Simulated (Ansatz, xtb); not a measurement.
## Ranking isomers of CHBCl−

3 gas-phase structures of CHBCl−, found in a search over its isomers (lower ones may exist). Each was relaxed with GFN2-xTB; where two conformers were screened, the lower at r2SCAN-D4/def2-SVPD is listed:

A. `[C]=[BH-]Cl`, a singlet
B. `C#[B-]Cl`, a singlet
C. `[BH-]#CCl`, a singlet

Estimate their order in r2SCAN-D4/def2-SVPD energy at these geometries, lowest first.

Calculated order at r2SCAN-D4/def2-SVPD: B (0.000), C (1.336), A (1.881) eV.

Energies above the lowest of each column, in eV; the last columns are at PBE0-D4/def2-TZVPD geometries and were run for some of them only (a dash: not run or not comparable):

| structure | GFN2-xTB | HF/STO-3G | r2SCAN-D4/def2-SVPD | PBE0-D4/def2-TZVPD | CCSD(T)/def2-TZVPPD |
| --- | --- | --- | --- | --- | --- |
| B | 0.000 | 0.000 | 0.000 | 0.000 | 0.000 |
| C | 0.684 | 1.129 | 1.336 | 1.172 | 1.222 |
| A | 1.985 | 1.154 | 1.881 | – | – |

Every level run on B puts it lowest or level with the lowest. Frequencies (PBE0-D4/def2-TZVPD) were run for B, C alone.

Programs: Ansatz 0.2.0, xtb 6.7.1.
